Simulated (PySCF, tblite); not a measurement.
# 3-thiophenethiol: dynamics, then NMR shifts and electronic excitations on frames, part 2 of 2

tblite 0.8.0 and PySCF 2.14.0. Atoms count from 0. Earlier steps stand in the parts before.

### Step 9. NMR shieldings: 800 fs, PBE0/pcSseg-1

The job: settings as JSON, then the geometry in Å.

```
{"job": {"kind": "nmr", "xc": "PBE0", "basis": "pcSseg-1", "pop": false}, "charge": 0, "multiplicity": 1}
S      1.964000    -0.263000    -0.816900
C      0.478200     0.074700     0.045400
C     -0.243200    -0.832800     0.832700
C     -1.383300    -0.213800     1.363800
S     -1.651500     1.391600     0.766000
C     -0.187900     1.299900    -0.089800
H      2.623900    -0.889300     0.210400
H      0.165400    -1.789000     1.001000
H     -2.165500    -0.594400     2.073600
H      0.340400     2.194600    -0.333800
```

With the program's defaults for keys left out, this is: GIAO PBE0/pcSseg-1 NMR shielding, non-relativistic, gas phase.

Standard output:

```text
coarse grid: 10072 points
cycle   1  E = -950.6003333660  dE =  1.025e+00  |g| = 2.873e-01  |ddm| = 3.339e+00
cycle   2  E = -950.5855921314  dE =  1.474e-02  |g| = 3.738e-01  |ddm| = 7.485e-01
cycle   3  E = -950.6226782047  dE = -3.709e-02  |g| = 8.354e-02  |ddm| = 4.789e-01
cycle   4  E = -950.6244314228  dE = -1.753e-03  |g| = 3.165e-02  |ddm| = 1.249e-01
cycle   5  E = -950.6246588471  dE = -2.274e-04  |g| = 9.773e-03  |ddm| = 3.399e-02
cycle   6  E = -950.6246834191  dE = -2.457e-05  |g| = 2.595e-03  |ddm| = 1.348e-02
cycle   7  E = -950.6246845279  dE = -1.109e-06  |g| = 1.372e-03  |ddm| = 3.677e-03
final grid: 89816 points
cycle   8  E = -950.6655986967  dE = -1.213e-05  |g| = 8.947e-03  |ddm| = 2.700e-02
cycle   9  E = -950.6655699728  dE =  2.872e-05  |g| = 1.364e-02  |ddm| = 2.252e-02
cycle  10  E = -950.6656179284  dE = -4.796e-05  |g| = 1.528e-03  |ddm| = 1.554e-02
cycle  11  E = -950.6656185601  dE = -6.318e-07  |g| = 3.870e-04  |ddm| = 1.997e-03
cycle  12  E = -950.6656185977  dE = -3.755e-08  |g| = 7.527e-05  |ddm| = 3.996e-04
cycle  13  E = -950.6656185989  dE = -1.195e-09  |g| = 3.231e-05  |ddm| = 1.057e-04
cycle  14  E = -950.6656185991  dE = -2.101e-10  |g| = 1.367e-05  |ddm| = 3.817e-05
converged SCF energy = -950.6656185991

GIAO shielding tensors (ppm)
atom      isotropic    diamagn.    paramagn.     s11        s22        s33       span
  0 S      549.084    1054.492    -505.408    372.462    508.973    765.816    393.354
  1 C       43.792     260.814    -217.022    -46.934     43.702    134.607    181.542
  2 C       49.147     249.772    -200.625    -29.798     35.728    141.510    171.307
  3 C       40.671     258.718    -218.047    -39.424     24.815    136.622    176.046
  4 S      268.089    1056.337    -788.248     68.351    234.785    501.132    432.781
  5 C       52.127     254.726    -202.599    -32.301     52.009    136.671    168.972
  6 H       27.264      28.055      -0.791     19.908     25.701     36.184     16.276
  7 H       24.660      32.323      -7.663     21.440     24.520     28.020      6.579
  8 H       23.573      28.523      -4.950     20.005     23.395     27.318      7.313
  9 H       24.894      30.882      -5.988     20.785     26.376     27.522      6.737
```

Wall time 18 s (1 thread of Arm Neoverse N1, shared host); peak memory 0.72 GiB.

Key values: δ C3 146.3, C1 143.1, C2 137.8, C5 134.8, H8 8.14, H7 7.06 ppm.

### Step 10. Excited states and response: 800 fs, PBE0/def2-SVPD

The job, as its differences from that of step 9:

```diff
@@ -1,2 +1,2 @@
-{"job": {"kind": "nmr", "xc": "PBE0", "basis": "pcSseg-1", "pop": false}, "charge": 0, "multiplicity": 1}
+{"job": {"kind": "uv", "xc": "PBE0", "basis": "def2-SVPD", "nstates": 5, "ntriplets": 0}, "charge": 0, "multiplicity": 1}
 S      1.964000    -0.263000    -0.816900
```

Level: TDDFT PBE0/def2-SVPD, vertical, gas phase, core orbitals frozen in the response.

Standard output:

```text
coarse grid: 10072 points
cycle   1  E = -950.2620187884  dE =  9.737e-01  |g| = 2.751e-01  |ddm| = 6.472e+00
cycle   2  E = -950.2434752190  dE =  1.854e-02  |g| = 3.794e-01  |ddm| = 1.513e+00
cycle   3  E = -950.2837395460  dE = -4.026e-02  |g| = 7.826e-02  |ddm| = 9.521e-01
cycle   4  E = -950.2853069147  dE = -1.567e-03  |g| = 3.054e-02  |ddm| = 2.050e-01
cycle   5  E = -950.2855304792  dE = -2.236e-04  |g| = 9.735e-03  |ddm| = 7.142e-02
cycle   6  E = -950.2855563599  dE = -2.588e-05  |g| = 2.349e-03  |ddm| = 2.397e-02
cycle   7  E = -950.2855575316  dE = -1.172e-06  |g| = 1.142e-03  |ddm| = 6.632e-03
final grid: 89816 points
cycle   8  E = -950.3802969341  dE = -1.047e-05  |g| = 9.145e-03  |ddm| = 8.752e-02
cycle   9  E = -950.3802627161  dE =  3.422e-05  |g| = 1.423e-02  |ddm| = 4.342e-02
cycle  10  E = -950.3803185672  dE = -5.585e-05  |g| = 1.679e-03  |ddm| = 3.110e-02
cycle  11  E = -950.3803193757  dE = -8.085e-07  |g| = 4.228e-04  |ddm| = 4.346e-03
cycle  12  E = -950.3803194221  dE = -4.639e-08  |g| = 7.094e-05  |ddm| = 9.776e-04
cycle  13  E = -950.3803194233  dE = -1.217e-09  |g| = 3.090e-05  |ddm| = 1.934e-04
cycle  14  E = -950.3803194236  dE = -2.026e-10  |g| = 1.317e-05  |ddm| = 7.995e-05
converged SCF energy = -950.3803194236

Static polarisability (au): isotropic 85.963, principal 57.306 83.597 116.985

Singlet excitations
state   eV       nm        f      main configurations
  1   4.7177    262.8   0.05382   H->L 0.91
  2   5.1678    239.9   0.01977   H->L+1 0.87
  3   5.3886    230.1   0.01542   H->L+2 0.59, H-1->L 0.31
  4   5.5544    223.2   0.08916   H-1->L 0.53, H->L+2 0.30
  5   5.9942    206.8   0.00728   H->L+3 0.38, H-1->L+1 0.33, H-1->L+2 0.18
```

It took 26 s on 1 thread of Arm Neoverse N1, shared host; peak memory 0.74 GiB.

In short: HOMO -6.51 eV, LUMO -1.01 eV; lowest singlet 4.72 eV.

### Step 11. NMR shieldings: 1000 fs, PBE0/pcSseg-1

The job: settings as JSON, then the geometry in Å.

```
{"job": {"kind": "nmr", "xc": "PBE0", "basis": "pcSseg-1", "pop": false}, "charge": 0, "multiplicity": 1}
S      1.116000     0.189700    -1.083900
C     -0.216100     0.560000    -0.012800
C     -0.996700    -0.510300     0.568100
C     -2.112000    -0.070800     1.222700
S     -2.094300     1.653300     1.211200
C     -0.672700     1.799700     0.126400
H      0.791400    -1.086500    -1.159800
H     -0.613100    -1.505900     0.398400
H     -2.784200    -0.773300     1.513700
H     -0.323000     2.736000    -0.273300
```

Level: GIAO PBE0/pcSseg-1 NMR shielding, non-relativistic, gas phase.

Standard output:

```text
coarse grid: 10072 points
cycle   1  E = -950.5918762631  dE =  1.105e+00  |g| = 2.711e-01  |ddm| = 3.344e+00
cycle   2  E = -950.5915292218  dE =  3.470e-04  |g| = 2.800e-01  |ddm| = 6.108e-01
cycle   3  E = -950.6108653890  dE = -1.934e-02  |g| = 8.520e-02  |ddm| = 3.799e-01
cycle   4  E = -950.6127991724  dE = -1.934e-03  |g| = 2.691e-02  |ddm| = 1.365e-01
cycle   5  E = -950.6129646997  dE = -1.655e-04  |g| = 8.250e-03  |ddm| = 3.017e-02
cycle   6  E = -950.6129812643  dE = -1.656e-05  |g| = 2.348e-03  |ddm| = 1.051e-02
cycle   7  E = -950.6129823393  dE = -1.075e-06  |g| = 9.259e-04  |ddm| = 3.179e-03
final grid: 89816 points
cycle   8  E = -950.6540775490  dE = -1.307e-05  |g| = 8.793e-03  |ddm| = 2.853e-02
cycle   9  E = -950.6540504933  dE =  2.706e-05  |g| = 1.325e-02  |ddm| = 2.285e-02
cycle  10  E = -950.6540964678  dE = -4.597e-05  |g| = 1.680e-03  |ddm| = 1.544e-02
cycle  11  E = -950.6540972192  dE = -7.515e-07  |g| = 3.142e-04  |ddm| = 1.954e-03
cycle  12  E = -950.6540972442  dE = -2.497e-08  |g| = 7.261e-05  |ddm| = 3.755e-04
cycle  13  E = -950.6540972452  dE = -1.028e-09  |g| = 3.941e-05  |ddm| = 1.222e-04
cycle  14  E = -950.6540972456  dE = -3.695e-10  |g| = 1.191e-05  |ddm| = 4.451e-05
converged SCF energy = -950.6540972456

GIAO shielding tensors (ppm)
atom      isotropic    diamagn.    paramagn.     s11        s22        s33       span
  0 S      539.793    1056.219    -516.426    321.088    498.640    799.652    478.564
  1 C       51.860     261.580    -209.719    -29.687     45.718    139.550    169.238
  2 C       40.392     254.022    -213.629    -38.701     57.033    102.844    141.545
  3 C       50.700     262.330    -211.630    -55.395     49.422    158.072    213.468
  4 S      214.149    1053.428    -839.279    169.250    213.383    259.814     90.565
  5 C       56.804     254.285    -197.481    -36.608     68.666    138.354    174.962
  6 H       28.101      30.903      -2.803     19.722     28.571     36.010     16.288
  7 H       24.818      32.931      -8.113     21.055     24.842     28.556      7.501
  8 H       24.681      32.342      -7.662     22.971     24.201     26.870      3.899
  9 H       24.133      30.614      -6.481     21.316     24.668     26.415      5.100
```

It took 18 s on 1 thread of Arm Neoverse N1, shared host; peak memory 0.72 GiB.

This run: δ C2 146.5, C3 136.2, C1 135.1, C5 130.1, H9 7.58, H8 7.04 ppm.

### Step 12. Excited states and response: 1000 fs, PBE0/def2-SVPD

The job, as its differences from that of step 11:

```diff
@@ -1,2 +1,2 @@
-{"job": {"kind": "nmr", "xc": "PBE0", "basis": "pcSseg-1", "pop": false}, "charge": 0, "multiplicity": 1}
+{"job": {"kind": "uv", "xc": "PBE0", "basis": "def2-SVPD", "nstates": 5, "ntriplets": 0}, "charge": 0, "multiplicity": 1}
 S      1.116000     0.189700    -1.083900
```

Method: TDDFT PBE0/def2-SVPD, vertical, gas phase, core orbitals frozen in the response.

Standard output:

```text
coarse grid: 10072 points
cycle   1  E = -950.2526036149  dE =  1.054e+00  |g| = 2.581e-01  |ddm| = 6.030e+00
cycle   2  E = -950.2492704306  dE =  3.333e-03  |g| = 2.870e-01  |ddm| = 1.277e+00
cycle   3  E = -950.2709174564  dE = -2.165e-02  |g| = 8.147e-02  |ddm| = 7.994e-01
cycle   4  E = -950.2727298026  dE = -1.812e-03  |g| = 2.623e-02  |ddm| = 2.431e-01
cycle   5  E = -950.2728990817  dE = -1.693e-04  |g| = 8.563e-03  |ddm| = 7.421e-02
cycle   6  E = -950.2729180850  dE = -1.900e-05  |g| = 2.093e-03  |ddm| = 1.719e-02
cycle   7  E = -950.2729191066  dE = -1.022e-06  |g| = 9.208e-04  |ddm| = 6.083e-03
final grid: 89816 points
cycle   8  E = -950.3678169321  dE = -1.144e-05  |g| = 8.929e-03  |ddm| = 8.990e-02
cycle   9  E = -950.3677858498  dE =  3.108e-05  |g| = 1.366e-02  |ddm| = 4.009e-02
cycle  10  E = -950.3678379129  dE = -5.206e-05  |g| = 1.798e-03  |ddm| = 2.843e-02
cycle  11  E = -950.3678388140  dE = -9.011e-07  |g| = 3.462e-04  |ddm| = 4.397e-03
cycle  12  E = -950.3678388460  dE = -3.202e-08  |g| = 7.048e-05  |ddm| = 8.522e-04
cycle  13  E = -950.3678388471  dE = -1.039e-09  |g| = 4.167e-05  |ddm| = 2.408e-04
cycle  14  E = -950.3678388475  dE = -4.256e-10  |g| = 1.287e-05  |ddm| = 9.315e-05
converged SCF energy = -950.3678388475

Static polarisability (au): isotropic 83.778, principal 56.488 81.725 113.120

Singlet excitations
state   eV       nm        f      main configurations
  1   4.7249    262.4   0.06610   H->L 0.95
  2   5.0328    246.4   0.00428   H->L+1 0.90
  3   5.5092    225.0   0.00424   H->L+2 0.85
  4   5.6600    219.1   0.03823   H-1->L 0.82, H->L+3 0.08
  5   6.0256    205.8   0.08969   H->L+3 0.80
```

Wall time 25 s (1 thread of Arm Neoverse N1, shared host); peak memory 0.7 GiB.

Key values: HOMO -6.43 eV, LUMO -0.85 eV; lowest singlet 4.72 eV.

### Step 13. Side by side: NMR shifts

Shifts (ppm) of some atoms, chosen among heavy atoms and hydrogens apart, with basis size and wall time:

| frame | C1 | C3 | C2 | H9 | H8 | S4 | S0 | functions | time |
| --- | --- | --- | --- | --- | --- | --- | --- | --- | --- |
| 250 fs | 136.6 | 130.5 | 129.8 | 7.08 | 6.77 | 209 | -67 | 136 | 18 s |
| 425 fs | 130.2 | 131.4 | 139.6 | 6.60 | 7.54 | 214 | -64 | 136 | 17 s |
| 625 fs | 127.9 | 126.7 | 139.3 | 6.78 | 6.95 | 226 | -75 | 136 | 17 s |
| 800 fs | 143.1 | 146.3 | 137.8 | 6.82 | 8.14 | 236 | -45 | 136 | 18 s |
| 1000 fs | 135.1 | 136.2 | 146.5 | 7.58 | 7.04 | 290 | -36 | 136 | 18 s |

### Step 14. Side by side: electronic excitations

Excitations and ground-state properties, with basis size and wall time:

| frame | lowest singlet (eV) | brightest (eV) | f | gap (eV) | α (Å³) | μ (D) | functions | time |
| --- | --- | --- | --- | --- | --- | --- | --- | --- |
| 250 fs | 4.66 | 4.66 | 0.061 | 5.46 | 12.31 | 0.69 | 166 | 25 s |
| 425 fs | 4.77 | 4.77 | 0.061 | 5.80 | 12.34 | 0.92 | 166 | 24 s |
| 625 fs | 5.17 | 5.83 | 0.071 | 6.14 | 12.39 | 1.31 | 166 | 24 s |
| 800 fs | 4.72 | 5.55 | 0.089 | 5.50 | 12.74 | 1.47 | 166 | 26 s |
| 1000 fs | 4.72 | 6.03 | 0.090 | 5.58 | 12.41 | 1.22 | 166 | 25 s |

### Step 15. What came out

The summary covers parts 1 to 2.

```
                                      quantity                           value
                                    thermostat                           400 K
                 mean temperature, second half                           433 K
       mean potential energy above the minimum                         0.47 eV
13C shifts against TMS (PBE0/pcSseg-1, 250 fs)  136.6, 130.5, 129.8, 124.7 ppm
 1H shifts against TMS (PBE0/pcSseg-1, 250 fs)      7.41, 7.08, 6.77, 3.53 ppm
33S shifts against CS2 (PBE0/pcSseg-1, 250 fs)                    209, -67 ppm
       lowest singlet (PBE0/def2-SVPD, 250 fs)     4.66 eV (266 nm), f = 0.061
                      range of the shift of S4                  209 to 290 ppm
                   range of the lowest singlet                 4.66 to 5.17 eV
```

**Reading.** In the second half the potential energy averages 0.47 eV above the minimum; equipartition over 24 harmonic modes at 400 K would give 0.41 eV. With 10 atoms the temperature swings widely (186 to 662 K). Shifts at one fixed geometry are not the observed spectrum, which averages over the motion. In the first frame run (250 fs): The largest span, 445 ppm, is at S0, where the paramagnetic term is -485 ppm. NICS(1)zz of -28 ppm above the planar ring from C1 marks a diatropic (aromatic) ring current. The first singlet state (HOMO→LUMO 0.91) lies at 4.66 eV and is bright. In ppm, S4 moves most: its shift spreads over 81 ppm, from 209 (250 fs) to 290 (1000 fs). The lowest singlet runs from 4.66 eV (250 fs) to 5.17 eV (625 fs), while the orbital gap spans 5.46 to 6.14 eV. The lowest state need not be the same one in every run.
